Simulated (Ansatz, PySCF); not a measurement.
Potential energy surface of H2S, singlet: symmetric bend, bond length relaxed. Scanned: H-S-H angle. Other coordinates (S-H bond length) were minimised at PBE0/def2-TZVP.

- RKS-B3LYP/6-31G* = restricted B3LYP/6-31G*, spherical d (PySCF)
- CCSD(T)/aug-cc-pVQZ = CCSD(T) on RHF/aug-cc-pVQZ, frozen core (Ansatz, an electronic-structure program)

Energies relative to the lowest point of each profile, in eV:

```json
[
 {"a / °": "180", "RKS-B3LYP/6-31G*": "3.123"},
 {"a / °": "167", "RKS-B3LYP/6-31G*": "2.878"},
 {"a / °": "157", "RKS-B3LYP/6-31G*": "2.421"},
 {"a / °": "147", "RKS-B3LYP/6-31G*": "1.860"},
 {"a / °": "137", "RKS-B3LYP/6-31G*": "1.302"},
 {"a / °": "117", "RKS-B3LYP/6-31G*": "0.413"},
 {"a / °": "107", "RKS-B3LYP/6-31G*": "0.138"},
 {"a / °": "97", "RKS-B3LYP/6-31G*": "0.000"},
 {"a / °": "87", "RKS-B3LYP/6-31G*": "0.013"},
 {"a / °": "77", "RKS-B3LYP/6-31G*": "0.187"},
 {"a / °": "67", "RKS-B3LYP/6-31G*": "0.527"},
 {"a / °": "60", "RKS-B3LYP/6-31G*": "0.857"}
]
```

Predict the corresponding CCSD(T)/aug-cc-pVQZ column.

180: 2.985; 167: 2.739; 157: 2.297; 147: 1.767; 137: 1.240; 117: 0.397; 107: 0.134; 97: 0.000; 87: 0.006; 77: 0.157; 67: 0.453; 60: 0.740 (eV).
